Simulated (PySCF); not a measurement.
Gas-phase reaction: B + 3 O + 3 H = B(OH)3

Method: PySCF energies plus ideal-gas RRHO corrections (1 bar). † marks an energy on the PBE0/def2-TZVP geometry and frequencies; other levels use their own. MP2 and CCSD(T) freeze the core. 6-31G* has spherical d functions here. Open shells (unrestricted): B (multiplicity 2, electronic degeneracy 6), O (multiplicity 3, electronic degeneracy 9), H (multiplicity 2); the rest are closed-shell singlets. Spin-orbit splitting is ignored; it lowers the true energy and changes the entropy of B, O. B3LYP is the form with VWN-RPA correlation. MP2 isn't extrapolated to the basis-set limit; its ΔH°(298 K) is -2901.5 kJ in def2-SVP and -2998.0 kJ in def2-TZVPP. CCSD(T) isn't extrapolated to the basis-set limit; its ΔH°(298 K) is -2802.8 kJ in def2-SVP and -2887.3 kJ in def2-TZVPP. The harmonic model lacks anharmonicity and excited electronic states, which grow with temperature; levels with a mode under 35 cm⁻¹ are left out. Internal rotation in B(OH)3 is treated as a harmonic vibration of one conformer, which makes the entropy rough.

```csv
level,"ΔE electronic, kJ","ΔH°(298 K), kJ","ΔS°(298 K), J/K","ΔG°(1400 K), kJ"
B3LYP/6-31G*,-2988,-2889,-712,-1841
CCSD(T)/def2-SVP†,-2903,-2803,-713,-1755
CCSD(T)/def2-TZVPP†,-2987,-2887,-713,-1840
HF/def2-TZVP†,-2181,-2081,-713,-1033
MP2/def2-SVP†,-3002,-2902,-713,-1854
PBE0/def2-TZVP,-3030,-2930,-713,-1882
ωB97M-V/def2-TZVP†,-3067,-2967,-713,-1920
ωB97X-V/def2-TZVP†,-3046,-2946,-713,-1898
```
ΔH° is lowest at ωB97M-V/def2-TZVP† and highest at HF/def2-TZVP†. No reference value is set beside these.
